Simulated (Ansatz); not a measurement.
**Relaxing Br**

The calculation used Ansatz 0.2.0, DFT PBEsol, scalar-relativistic, plane waves, PAW. Cutoff 420 eV, Γ-centred k mesh, Gaussian smearing, no spin polarisation in the final step.

The start puts Br on the omega structure type (P6/mmm, No. 191), at a guessed volume.

```
Br
1.0
     5.92468    0.00000    0.00000
    -2.96234    5.13092    0.00000
     0.00000    0.00000    3.63208
Br
3
Direct
  0.00000 0.00000 0.00000
  0.33333 0.66667 0.50000
  0.66667 0.33333 0.50000
```

Cell and atoms relax at zero pressure; the relaxation can't lower the symmetry of the start. After a coarse first stage the cell is made exact in the group found at 0.06 Å.

Energies count from the standard state of Br at the same level.

(1) What does it relax into?

(2) What are its volume, energy, density and gap?

Answers

(1) It keeps P6/mmm (No. 191), but not the shape of the type it started on. Conventional cell: a = 6.511 Å, c = 2.540 Å. Br on Wyckoff site a (1 atom of the primitive cell) has 2 Br at 2.54 Å; Br on Wyckoff site d (2 atoms of the primitive cell) has 2 Br at 2.54 Å.

Space group P6/mmm (No. 191). a = 6.511 Å, b = 6.511 Å, c = 2.540 Å, α = 90.00°, β = 90.00°, γ = 120.00°
| atom | site | symmetry | x | y | z |
| --- | --- | --- | --- | --- | --- |
| Br | 1a | 6/mmm | 0.0000 | 0.0000 | 0.0000 |
| Br | 2d | -6m2 | 0.3333 | 0.6667 | 0.5000 |

(2) The volume per atom is 31.1 Å³. The density is 4.3 g/cm³ and the energy over the standard structure is 0.11 eV/atom. The gap on the 9×9×18 mesh is 0 eV (a metal).

The final run used a 9×9×18 mesh on its 3-atom cell and 0.10 eV smearing. The k mesh leaves about 4 meV/atom of noise in metals. No dispersion correction is applied, so the spacing between layers, chains or molecules is poorly fixed, and with it the volume and density. A structure relaxed within its symmetry needn't be a true minimum. The steps took about 100 core-seconds in all.